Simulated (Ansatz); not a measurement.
# BH₆NSi: small, medium and large basis sets

How large a basis does BH₆NSi need? Two functionals are run in growing sets.

Method: one geometry, several basis sets; program: Ansatz 0.2.0, Gaussian basis.

The runs, in order: PBE0-D4/def2-SVP; ωB97M-V/def2-SVP; PBE0-D4/def2-QZVPP; ωB97M-V/def2-QZVPP; the functionals' def2-TZVPP values are taken from earlier runs.

**1. The geometry**

The geometry comes from an earlier relaxation with PBE0-D4 in a triple-zeta def2 set; it is a stationary point, not always the lowest conformer.

SMILES `BN[SiH3]`, 9 atoms, charge 0, spin multiplicity 1.

Atoms are counted from 1 here; the program's logs count them from 0.

Bond lengths: B1–N2 1.399 Å, B1–H4 1.198 Å, B1–H5 1.198 Å, N2–Si3 1.745 Å, N2–H6 1.011 Å, Si3–H7 1.487 Å, Si3–H8 1.480 Å, Si3–H9 1.487 Å. Angles: N2–B1–H4 119.0°, N2–B1–H5 119.6°, H4–B1–H5 121.4°, B1–N2–Si3 126.7°, B1–N2–H6 116.6°, Si3–N2–H6 116.7°, N2–Si3–H7 110.4°, N2–Si3–H8 107.6°, N2–Si3–H9 110.4°, H7–Si3–H8 110.4°, H7–Si3–H9 107.7°, H8–Si3–H9 110.4°.

**2. PBE0-D4 in def2-SVP**

Contents of in.yaml:

```yaml
crystal:
  periodic: [false, false, false]
  atoms:
    - {symbol: B, position_ang: [-0.782651, 0.803200, -1.073310]}
    - {symbol: N, position_ang: [0.104439, 0.642294, -0.003963]}
    - {symbol: Si, position_ang: [0.541468, -0.858853, 0.771378]}
    - {symbol: H, position_ang: [-1.318575, -0.164283, -1.533241]}
    - {symbol: H, position_ang: [-0.990811, 1.899248, -1.509622]}
    - {symbol: H, position_ang: [0.536190, 1.482636, 0.356168]}
    - {symbol: H, position_ang: [2.006688, -1.088961, 0.666207]}
    - {symbol: H, position_ang: [-0.200496, -1.945119, 0.093341]}
    - {symbol: H, position_ang: [0.192148, -0.816362, 2.216042]}
basis:
  gaussian: {orbitals: def2-SVP}
hamiltonian: {xc: pbe0, dispersion: d4}
output: {orbitals: {seedname: orbitals}}
```

Run with:

```bash
$ ansatz run in.yaml --threads 4 --pin off --events-out ev --progress --plain --max-ram 10444MiB
```

After this run come: ωB97M-V in def2-SVP; PBE0-D4 in def2-QZVPP; ωB97M-V in def2-QZVPP.

Before running them: what should the planned runs give, taken together? Wanted: PBE0-D4: double and triple zeta above quadruple; ωB97M-V: double and triple zeta above quadruple.

The runs gave:

| quantity | value |
| --- | --- |
| PBE0-D4: double and triple zeta above quadruple | 5.80, 0.42 eV |
| ωB97M-V: double and triple zeta above quadruple | 5.95, 0.38 eV |

**Reading.** For PBE0-D4 the step from double to triple zeta gains 5.38 eV and the next only 0.42 eV. Total energies overstate the basis error of differences, where much of it tends to cancel. The LUMO of ωB97M-V is positive and keeps falling with the basis (2.16 to 1.36 eV): an unbound level that the basis holds in place.
